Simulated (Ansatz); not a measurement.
# Structure relaxation of Sb₂Mo

The calculation used DFT r2SCAN, scalar-relativistic, plane waves, PAW (Ansatz 0.2.0).

Sb₂Mo was placed on the AlB2 structure type (P6/mmm, No. 191), with Mo in place of Al, Sb in place of B, at a guessed volume.

The final relaxation ran on this input, with the default PAW datasets:

```yaml
crystal:
  lattice:
    - [5.1123281225, 0.0, 0.0]
    - [-2.5561640613, 4.4274060266, 0.0]
    - [0.0, 0.0, 2.9027996853]
  atoms:
    - { symbol: Sb, position: [0.3333333333, 0.6666666667, 0.5] }
    - { symbol: Sb, position: [0.6666666667, 0.3333333333, 0.5] }
    - { symbol: Mo, position: [0.0, 0.0, 0.0] }
basis:
  ecutwfc: 500
kpoints:
  mp_grid: { grid: [12, 12, 16] }
hamiltonian:
  xc: r2scan
scf:
  occupations: { method: gaussian, width: 0.1 }
output:
  forces: true
  stress: true
  eigenvalues: true
  write_density: true
  write_potential: true
  elf: true
  volumetric_format: npy
relax:
  adjacent_minimum: "off"
  f_tol: 0.01
  max_steps: 80
  cell: { stress_tol: 0.05 }
```

Launched as:

```bash
ansatz run input.yaml --threads 1 --pin off --max-ram 2560MiB --backend cpu --events-out ev --progress --plain --runs-dir out
```

The run took 2.3 min on 1 thread of Arm Neoverse V2 (shared host), peak memory 0.74 GiB.

End of the output:

```
SCF converged after 6 iterations
Free energy (F): -17962.705089 eV
Harris-Foulkes:  -17962.705089 eV  (|F-HF|=1.46e-11)
Internal energy: -17962.685555 eV  (E = F + TS)
E sigma→0 (E₀):  -17962.695322 eV
Entropy (-TS):   -0.019533 eV (-6.511 meV/atom)
Fermi energy:    15.173313 eV
--- Per-component energies (eV) ---
  E_band       = -365.931137
  E_kinetic    = 853.290267
  E_local      = -3592.112805  (includes V_loc(G=0)·N_el)
  E_nonlocal   = 872.577303
  E_hartree    = 1544.751481
  E_xc         = -432.046678
  E_vxc        = -460.380763  (∫ρ·V_xc dr)
  E_paw        = -12422.437058  (= ΣΔE_a)
  E_vpaw       = -1159.700321  (= ΣTr[D̂ρ^β])
  E_aug_tail   = 0.000002  (compensation charges beyond the density's cutoff)
  E_vtau       = 30.892199  (kinetic-family band-sum trace: ∫τ·v_τ [+ j·A + Jᵃ·Aᵃ] dr)
  E_ewald      = -4787.498938
  E_core_change = 0.790870  (= ΣΔE_core)
  E_smearing   = -0.019533  (= −TS)
  E_closure    = 0.000000  (closes the sum)
  Σ components = -17962.705089   (vs F -17962.705089, Δ=0.00e0)
--- Forces (eV/Å), atoms counted from 1 ---
  atom   1  Sb     0.00000000     0.00000000     0.00000000
  atom   2  Sb     0.00000000     0.00000000     0.00000000
  atom   3  Mo     0.00000000     0.00000000     0.00000000
  max |Σ_I F_I| component: 9.25e-17 eV/Å
--- Stress (GPa, compression-positive) ---
        0.008856       0.000000       0.000000
        0.000000       0.008856       0.000000
        0.000000       0.000000      -0.003157
  P = ⅓ Tr σ = 0.0049 GPa (0.049 kbar)
--- Relaxed structure (3 steps of the walk, 3 accepted, 1 SCFs on fresh bases) ---
  F+E_penalty+E_count = -17962.70508876 eV   max|allowed force component| = 2.282e-16 eV/Å   (the final SCF, on the basis selected at the relaxed cell)
  cell:  # Å, volume = 65.7383 Å³
    - [5.119909, 0.000000, 0.0]
    - [-2.559954, 4.433971, 0.0]
    - [0.0, 0.0, 2.895766]
  atoms:
    - { symbol: Sb, position: [0.333333, 0.666667, 0.500000] }
    - { symbol: Sb, position: [0.666667, 0.333333, 0.500000] }
    - { symbol: Mo, position: [0.000000, 0.000000, 0.0] }
```

Total energies depend on the potentials used, so only differences within one code and one set of settings carry meaning.

The result has space group P6/mmm (No. 191). Sb is coordinated by 5 Sb at 2.90–2.96 Å and 6 Mo at 3.29 Å; Mo has 2 Mo at 2.90 Å and 12 Sb at 3.29 Å.

Against the elements it lies at 1.05 eV/atom. Formation energies are uncorrected and refer to the elements' standard structures at the same level.

The k mesh leaves about 4 meV/atom of noise in metals. Spin–orbit coupling is left out.

Symmetry constrained the relaxation, so the result can be a saddle point.